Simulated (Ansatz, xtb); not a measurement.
## Isomers of C2H2N in order of energy

4 gas-phase structures of C2H2N, found in a search over its isomers (lower ones may exist). Each was relaxed with GFN2-xTB:

A. `[CH]=C=N`, a doublet
B. `[CH]=[N+]=[CH-]`, a doublet
C. `[CH2]C#N`, a doublet
D. `[C]#[N+][CH2-]`, a doublet

Which do you expect lowest at r2SCAN-D4/def2-SVP, and how would the others follow?

Calculated order at r2SCAN-D4/def2-SVP: C (0.000), D (0.969), A (1.304), B (2.596) eV.

Energies above the lowest of each column, in eV; the last columns are at PBE-D3(BJ)/def2-SVP geometries and were run for some of them only (a dash: not run or not comparable):

```csv
structure,GFN2-xTB,HF/STO-3G,r2SCAN-D4/def2-SVP,PBE-D3(BJ)/def2-SVP,CCSD(T)/def2-TZVP
C,0.000,0.000,0.000,0.000,0.000
D,0.882,1.381,0.969,0.962,1.043
A,0.726,2.248,1.304,1.222,1.491
B,1.605,4.278,2.596,–,–
```

Every level run on C puts it lowest or level with the lowest. Frequencies (PBE-D3(BJ)/def2-SVP) were run for A, C, D alone. Open shells are spin-unrestricted, some with notable spin contamination.

Over these structures GFN2-xTB departs from r2SCAN-D4/def2-SVP by 0.371 eV on average once a common shift is removed. A GFN2-xTB relaxation took about 0.04 s and the r2SCAN-D4/def2-SVP energy about 0.77 s on a shared host (Ansatz 0.2.0, xtb 6.7.1).
